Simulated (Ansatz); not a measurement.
For wurtzite GaN, PBE-D3(BJ) in Ansatz (plane waves, PAW) gives:

| Property | Value |
|---|---|
| lattice parameter a | 3.197 Å |
| lattice parameter c | 5.208 Å |

What does PBE0 (Ansatz, a quantum-chemistry and plane-wave program, plane waves, PAW) give for the same quantities?


- lattice constant a: 3.184 Å (drops by 0.4 %)
- lattice parameter c: 5.177 Å (falls by 0.6 %)

For comparison: lattice constant a 3.189 Å (measured, room temperature, no zero-point or thermal correction; as tabulated in Lucero et al. (2012), arXiv:1111.4515); lattice parameter c 5.185 Å (measured, room temperature, no zero-point or thermal correction; as tabulated in Lucero et al. (2012), arXiv:1111.4515).

Changes are worked out from the printed values.

Unless a cell is named, each level is at its own relaxed cell (PBE-D3(BJ) 11.52, PBE0 11.36 Å³/atom).

Ansatz's density-functional and Hartree–Fock values are scalar-relativistic unless marked +SOC, with PAW data made under PBE.
